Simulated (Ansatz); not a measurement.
# Si2NH6 (SMILES [SiH2]N[SiH3]): UCAM-B3LYP/cc-pVDZ

What is the vertical doublet–quartet gap of Si2NH6 at UCAM-B3LYP/cc-pVDZ? 

The calculation is run with Ansatz 0.2.0.

60 further runs of the same task are left out: 60 set aside as unsound or not needed.

**1. The structure to begin with**

Si2NH6 has 9 atoms, charge 0, and is taken as a doublet. As SMILES, `[SiH2]N[SiH3]`. The coordinates come from a PBE0-D4/def2-TZVP relaxation. This is one conformer, not always the lowest.

Bond lengths: Si1–N2 1.730 Å, N2–Si3 1.731 Å, Si1–H4 1.491 Å, Si1–H5 1.494 Å, N2–H6 1.011 Å, Si3–H7 1.488 Å, Si3–H8 1.483 Å, Si3–H9 1.488 Å. Some angles: Si1–N2–Si3 128.1°, Si1–N2–H6 115.1°, Si3–N2–H6 116.2°, N2–Si1–H4 107.7°, N2–Si1–H5 108.7°, N2–Si3–H7 111.1°, N2–Si3–H8 107.0°, N2–Si3–H9 112.0°, H4–Si1–H5 110.7°, H7–Si3–H8 109.8°.

**2. The energy at UCAM-B3LYP/cc-pVDZ**

File molecule.yaml:

```yaml
crystal:
  periodic: [false, false, false]
  atoms:
    - symbol: Si
      position_ang: [-1.200900, 0.925300, -0.948400]
    - symbol: N
      position_ang: [0.196900, 0.625800, 0.025200]
    - symbol: Si
      position_ang: [0.611700, -0.820500, 0.880200]
    - symbol: H
      position_ang: [-1.616500, -0.372000, -1.554500]
    - symbol: H
      position_ang: [-0.842900, 1.913400, -2.010900]
    - symbol: H
      position_ang: [0.764100, 1.439300, 0.222200]
    - symbol: H
      position_ang: [1.982600, -1.276500, 0.525400]
    - symbol: H
      position_ang: [-0.378200, -1.853400, 0.488500]
    - symbol: H
      position_ang: [0.571600, -0.627700, 2.355400]
basis:
  gaussian:
    orbitals: cc-pVDZ
magnetization:
  spin_polarized: true
  initial_magnetization: 1
hamiltonian:
  xc: {name: CAM-B3LYP}
accuracy: high
output:
  orbitals: {seedname: orbitals}
```

Run with:

```
$ ansatz run molecule.yaml --threads 1 --pin off --max-ram 3480MiB --events-out events.jsonl --progress --plain --runs-dir runs
```

What it wrote:

```text
Warning: RAYON_NUM_THREADS=1 ignored (pool sized by the plan → 1); use --threads N
Functional definition: CAM-B3LYP
  name "CAM-B3LYP"
  parameter alpha = 0.19
  parameter beta = 0.46
  parameter omega = 0.33/bohr
  parameter ac = 0.81
  exchange = (1 - alpha - beta)*b88_x + beta*b88_x_sr(omega) + alpha*exact_x + beta*exact_x_lr(omega)
  correlation = (1 - ac)*vwn5_c + ac*lyp_c
1930 factors; integrals over basis functions are off by at most 3.8e-9 eV
431 factors; integrals over basis functions are off by at most 1.7e-9 eV
mean field evaluation 1: about -17337.3447 eV, gradient 3.3e1 eV
mean field evaluation 2: about -17333.5244 eV, gradient 4.3e1 eV
mean field evaluation 4: about -17341.5484 eV, gradient 4.5e-1 eV
mean field evaluation 8: about -17341.6556 eV, gradient 4.5e-2 eV
mean field evaluation 16: about -17341.6557 eV, gradient 1.6e-4 eV
mean field -17341.65570816 eV, -637.2940926786 hartree, gradient 1.5e-8 eV, S^2 0.752334; 0 other end points of the search recorded, 0 dependent functions left out
reference -17341.65572854 eV, -637.2940934275 hartree; 21, 20 occupied and 59, 60 virtual orbitals, 1930 factors
Total energy: -17341.65572854 eV, -637.2940934275 hartree
```

Wall time 16 s (1 thread of Arm Neoverse V1, shared host); peak memory 0.43 GiB.

**3. The quartet at the same level**

File molecule.yaml:

```yaml
crystal:
  periodic: [false, false, false]
  atoms:
    - {symbol: Si, position_ang: [-1.200900, 0.925300, -0.948400]}
    - {symbol: "N", position_ang: [0.196900, 0.625800, 0.025200]}
    - {symbol: Si, position_ang: [0.611700, -0.820500, 0.880200]}
    - {symbol: H, position_ang: [-1.616500, -0.372000, -1.554500]}
    - {symbol: H, position_ang: [-0.842900, 1.913400, -2.010900]}
    - {symbol: H, position_ang: [0.764100, 1.439300, 0.222200]}
    - {symbol: H, position_ang: [1.982600, -1.276500, 0.525400]}
    - {symbol: H, position_ang: [-0.378200, -1.853400, 0.488500]}
    - {symbol: H, position_ang: [0.571600, -0.627700, 2.355400]}
basis:
  gaussian: {orbitals: cc-pVDZ}
magnetization: {spin_polarized: true, initial_magnetization: 3}
hamiltonian: {xc: {name: CAM-B3LYP}}
output: {orbitals: {seedname: orbitals}}
accuracy: high
```

Run with:

```
$ ansatz run molecule.yaml --threads 1 --pin off --max-ram 3480MiB --events-out events.jsonl --progress --plain --runs-dir runs
```

What it wrote (excerpt; [...] marks lines left out):

```text
Warning: RAYON_NUM_THREADS=1 ignored (pool sized by the plan → 1); use --threads N
[... 2 set-up lines as earlier in the session ...]
[...]
1930 factors; integrals over basis functions are off by at most 3.8e-9 eV
431 factors; integrals over basis functions are off by at most 1.7e-9 eV
[...]
mean field -17335.07209288 eV, -637.0521492795 hartree, gradient 9.8e-8 eV, S^2 3.756744; 0 other end points of the search recorded, 0 dependent functions left out
reference -17335.07211374 eV, -637.0521500461 hartree; 22, 19 occupied and 58, 61 virtual orbitals, 1930 factors
Total energy: -17335.07211374 eV, -637.0521500461 hartree
```

It took 22 s on 1 thread of Arm Neoverse V1, shared host; peak memory 0.42 GiB.

**4. Results**

At UCAM-B3LYP/cc-pVDZ:

```
                                        quantity          value
                           doublet: total energy  -637.29409 Eh
     doublet: HOMO energy (highest over α and β)       -6.56 eV
      doublet: LUMO energy (lowest over α and β)       -0.84 eV
                                   doublet: ⟨S²⟩          0.752
                           quartet: total energy  -637.05215 Eh
     quartet: HOMO energy (highest over α and β)       -2.70 eV
                                   quartet: ⟨S²⟩          3.757
vertical energy of the quartet above the doublet       6.584 eV
```

**Reading.** At this shape the quartet lies 6.58 eV (635 kJ/mol) above the doublet.
